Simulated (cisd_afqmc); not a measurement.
Input (AFQMC/CISD/cc-pVDZ; cisd_afqmc is a phaseless AFQMC code with CISD trial states that reads the integrals written by Ansatz):

Ansatz 0.2 input:
```python
import cisd_afqmc

open("ham.yaml", "w").write("""\
crystal:
  periodic: [false, false, false]
  atoms:
    - {symbol: C, position_ang: [1.28821393, 0.13704514, 0.01192045]}
    - {symbol: C, position_ang: [0.00466619, 0.47258385, 0.00111358]}
    - {symbol: H, position_ang: [1.60232982, -0.90099925, 0.01239769]}
    - {symbol: H, position_ang: [2.07098219, 0.88456380, 0.02066987]}
    - {symbol: H, position_ang: [-0.26121508, 1.52666987, 0.00110742]}
    - {symbol: C, position_ang: [-1.13838143, -0.49205935, -0.01137507]}
    - {symbol: H, position_ang: [-0.78875001, -1.52536103, -0.01056700]}
    - {symbol: H, position_ang: [-1.78307485, -0.34713453, 0.86039285]}
    - {symbol: H, position_ang: [-1.76726422, -0.34315674, -0.89395457]}
basis:
  gaussian:
    orbitals: cc-pVDZ
magnetization: {spin_polarized: false}
correlation: {method: ccsd, electrons: outside_noble_gas, hamiltonian_folder: ham}
""")
rep = cisd_afqmc.ansatz("ham.yaml")
e_ccsd = rep["correlation"]["coupled_cluster"]["energy"]["hartree"]
out = cisd_afqmc.run("ham", e_ccsd, trial="CISD", walkers=100, populations=8, threads=8, dt=0.005, steps=40, early=24, settle=10, least=32,
    cut=5e-5, rank_cut=2e-4, target=0.0004, seconds=1500, seed=1, memory=12960, gpu=False)
```

Output:

```
orbitals 69, occupied [9], factors 451 of 651, rank of the doubles 231 of 540
E(HF) = -117.082402
E(CCSD) on the cut factors = -117.541696, shift to the whole factors -0.000008
Energy of the trial state on the determinant = -117.541686
  tau behind 7.2 of longer steps, mean of the populations' last blocks
   2.0  -117.55615
   4.0  -117.55676
   6.0  -117.55756
   8.0  -117.55707
  10.0  -117.55710
  12.0  -117.55678
  14.0  -117.55721
  16.0  -117.55817
  18.0  -117.55789
  20.0  -117.55736
  22.0  -117.55753
  24.0  -117.55454
blocks 989 (0 outliers left out), error by blocks joined: 1: 0.00021, 2: 0.00026, 4: 0.00032, 8: 0.00037, 16: 0.00040
E(AFQMC/CISD) = -117.55714 +/- 0.00040
```
